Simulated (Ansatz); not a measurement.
Basis-set extrapolation for C₇H₈ (`C1=CC2(C=C1)CC2`) (PBE0-D4/def2-TZVP geometry, frozen core, the Gaussian-basis code of Ansatz). Multiplicity 1, RHF reference.

|  | def2-TZVPP | def2-QZVPP |
| --- | --- | --- |
| HF | -269.760662 | -269.772329 |
| MP2 correlation | -1.129891 | -1.200072 |
| CCSD(T) correlation | -1.224830 | not run |

Energies in hartree. Use E(X) = E(∞) + A·exp(−7.88·√X) for Hartree–Fock and E(X) = E(∞) + B·X^(−2.97) for correlation, with X = 3 and 4, and add CCSD(T) minus MP2 of the smaller set to the MP2 limit.

What is the CCSD(T) energy at the basis-set limit?

HF limit: -269.772329 + (-0.011667) × 0.13774 = -269.77394. MP2 limit: -1.200072 + (-0.070181) × 0.74074 = -1.25206. Higher-order term: -1.224830 − (-1.129891) = -0.09494. Total: -271.12094 hartree, 355.6 kJ/mol below CCSD(T)/def2-TZVPP.
